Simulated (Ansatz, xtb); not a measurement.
**Ranking isomers of C4H5ClS**

10 gas-phase structures of C4H5ClS, from a drawn sample of its isomers (lower ones may exist). Each was relaxed with GFN2-xTB:

A. `C=C(Cl)/C=C/S`, a singlet
B. `S/C=C/C=C/Cl`, a singlet
C. `C=C(Cl)/C=C\S`, a singlet
D. `S/C=C/C=C\Cl`, a singlet
E. `C=C/C=C(\S)Cl`, a singlet
F. `C=C/C=C(/S)Cl`, a singlet
G. `C=C/C(Cl)=C\S`, a singlet
H. `S/C=C\C=C/Cl`, a singlet
I. `C=C/C(Cl)=C/S`, a singlet
J. `S/C=C\C=C\Cl`, a singlet

Q: Make a reasoned guess at their ranking by r2SCAN-D4/def2-SVP single-point energy.

A: Calculated order at r2SCAN-D4/def2-SVP: I (0.0), D (1.2), A (1.2), H (1.6), B (1.9), J (2.4), C (3.8), G (4.3), F (4.5), E (5.5) kcal/mol. Less than 1 kcal/mol parts D and A; A and H; H and B; B and J; C and G; G and F, so the order within those pairs means little.

Energies above the lowest of each column, in kcal/mol; the last columns are at PBE-D3(BJ)/def2-SVP geometries and were run for some of them only (a dash: not run or not comparable):

| structure | GFN2-xTB | HF/STO-3G | r2SCAN-D4/def2-SVP | PBE-D3(BJ)/def2-SVP | CCSD(T)/def2-SVP + ΔMP2/def2-TZVPP |
| --- | --- | --- | --- | --- | --- |
| I | 0.9 | 0.5 | 0.0 | 0.0 | 0.0 |
| D | 2.4 | 0.9 | 1.2 | 1.5 | 1.4 |
| A | 0.0 | 0.2 | 1.2 | 1.5 | 0.8 |
| H | 2.3 | 2.6 | 1.6 | 1.4 | 1.9 |
| B | 0.3 | 0.0 | 1.9 | 1.8 | 1.9 |
| J | 1.9 | 2.4 | 2.4 | 2.3 | 2.5 |
| C | 3.1 | 6.2 | 3.8 | – | – |
| G | 2.9 | 3.3 | 4.3 | – | – |
| F | 4.0 | 2.8 | 4.5 | – | – |
| E | 4.9 | 4.6 | 5.5 | – | – |

CCSD(T)/def2-SVP + ΔMP2/def2-TZVPP puts I lowest of those it was run on, with A within 1 kcal/mol; HF/STO-3G picks B. CCSD(T)/def2-SVP + ΔMP2/def2-TZVPP orders those it was run on as I (0.0), A (0.8), D (1.4), B (1.9), H (1.9), J (2.5) kcal/mol. Less than 1 kcal/mol parts I and A; A and D; D and B; B and H; H and J, so the order within those pairs means little. Flexible structures stand in one conformer each, not always the lowest. Frequencies (GFN2-xTB) were run for A, B, D, H, I, J alone. ΔMP2 is the change of the MP2 energy from the smaller to the larger basis.

Over these structures GFN2-xTB departs from r2SCAN-D4/def2-SVP by 0.8 kcal/mol on average once a common shift is removed. A GFN2-xTB relaxation took about 0.2 s and the r2SCAN-D4/def2-SVP energy about 3.3 s on a shared host (Ansatz 0.2.0, xtb 6.7.1).
